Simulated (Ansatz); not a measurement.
```yaml
crystal:
  periodic: [false, false, false]
  atoms:
    - {symbol: N, position_ang: [-1.651913, -0.692790, -0.007881]}
    - {symbol: Ge, position_ang: [-0.348681, 0.393167, 0.004037]}
    - {symbol: S, position_ang: [1.519052, -0.648985, -0.006343]}
    - {symbol: H, position_ang: [-0.240436, 1.938342, 0.020402]}
basis:
  gaussian: {orbitals: def2-TZVP}
magnetization: {spin_polarized: true, initial_magnetization: 2}
hamiltonian: {xc: pbe0}
relax: {f_tol: 0.004, max_steps: 80}
```

```sh
$ ansatz run in.yaml --threads 1 --pin off --events-out ev --progress --plain --max-ram 2176MiB
```

Steps of the relaxation (energy above the last step; positions in Å, forces in eV/Å):

```
4
step 1, 413.6 meV
N    -1.652   -0.693   -0.008   -2.557   -1.743   -0.019
Ge   -0.349    0.393    0.004    3.709    1.653    0.019
S     1.519   -0.649   -0.006   -0.749    0.371    0.004
H    -0.240    1.938    0.020   -0.403   -0.281   -0.003
```

```
4
step 2, 179.4 meV
N    -1.688   -0.652   -0.007   -1.662   -0.945   -0.011
Ge   -0.277    0.382    0.004    2.471    0.707    0.008
S     1.542   -0.659   -0.006   -0.563    0.324    0.003
H    -0.298    1.919    0.020   -0.246   -0.085   -0.001
```

```
4
step 3, 104.4 meV
N    -1.820   -0.510   -0.006    0.308    0.020    0.000
Ge   -0.103    0.297    0.003   -2.461    1.391    0.014
S     1.617   -0.626   -0.006    1.978   -1.089   -0.011
H    -0.415    1.829    0.019    0.176   -0.322   -0.003
```

```
4
step 6, 0.0 meV
N    -1.794   -0.558   -0.007    0.000   -0.001    0.000
Ge   -0.160    0.337    0.004    0.001    0.001    0.000
S     1.616   -0.649   -0.006   -0.001    0.001    0.000
H    -0.384    1.859    0.020    0.001   -0.001    0.000
```

Close pairs at the end: Ge2–H4 1.539 Å, N1–Ge2 1.864 Å, Ge2–S3 2.031 Å.

A stationary point of unrestricted PBE0 after 6 steps, with ⟨S²⟩ = 2.042 against 2.00 for a pure state; no frequencies were run, so it isn't proven a minimum. 59 s on 1 thread of Arm Neoverse V2, shared host.
